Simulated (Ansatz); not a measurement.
How far each method lies from full CI for SnH₂, triplet

Geometry: a PBE0/def2-TZVP stationary point for this spin, not checked as a minimum.

```xyz
3

Sn    0.0000   -0.0144    0.0000
H     0.0000    0.8475   -1.4828
H     0.0000    0.8475    1.4828
```

Basis def2-SVP with its core potentials; Ansatz 0.2.0. Correlated methods freeze the noble-gas cores and the filled d shells of p-block atoms, which leaves 6 electrons in 27 orbitals. R marks a restricted (for open shells ROHF) determinant. Active spaces: valence = (6e, 6o) chosen from the atoms' valence shells. No spin–orbit coupling is included; scalar relativity enters through the core potentials alone.

Full CI is exact within this basis and frozen core; it isn't the basis-set limit.

* UHF ⟨S²⟩: 2.005
* T1 diagnostic (RCCSD): 0.0184
* largest doubles amplitude (RCCSD): 0.057

Task: From what is known of these methods and the diagnostics, rank them by the size of their error in total energy against full CI in def2-SVP, smallest first (an estimate: the text doesn't fix the numbers).
A. RCCSD
B. CASSCF (valence space)
C. RCCSD(T)
D. RMP2
E. NEVPT2 (valence space)

Result: C (15 meV), A (60 meV), E (415 meV), D (604 meV), B (1409 meV).

All errors are against full CI in def2-SVP. Within each family the higher level lies nearer, as is usual though not guaranteed.

The full-CI state has the irrep B1 of C2v, in the program's axes.

Natural occupations of full CI about the gap: 1.957 1.940 0.995 0.990 0.038 0.025 0.008 0.007 0.007 0.007; effectively unpaired electrons, Σ n²(2−n)², 2.03.
